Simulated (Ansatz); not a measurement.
Exact exchange and the vertical ionisation energy of C4H8

The species is C4H8 (12 atoms), meant as a singlet with charge 0. As SMILES, `C1CCC1`. Geometry: relaxed at PBE0-D4/def2-TZVP.

The vertical ionisation energy (to the doublet cation) y, in eV, basis 6-31G(d); a is the functional's share of exact exchange. Programs: Ansatz 0.2.0.

| functional | program | a | y (eV) |
| --- | --- | --- | --- |
| BLYP | Ansatz | 0 | 10.26 |
| PBE | Ansatz | 0 | 10.38 |
| B3LYP | Ansatz | 0.2 | 10.68 |
| r2SCAN0 | Ansatz | 0.25 | 10.76 |
| PBE0 | Ansatz | 0.25 | ? |
| BHLYP | Ansatz | 0.5 | 10.84 |

Problem. Fit y = c + s·a to the known rows and predict PBE0.

Solution. 
1. Means of the 5 rows: a = 0.1900, y = 10.584.
2. Σ(Δa)² = 0.172, Σ(Δa·Δy) = 0.1912, so the slope is 0.1912/0.172 = 1.1116.
3. Intercept: 10.584 − (1.1116) × 0.1900 = 10.373. The largest residual of the fit is 0.11.
4. PBE0: 10.373 + (1.1116) × 0.25 = 10.65 eV.

The run gave 10.71 eV, so the prediction is off by -0.06 eV, within the scatter of the fit. The rows mix families of semi-local functionals, which the line can't see.
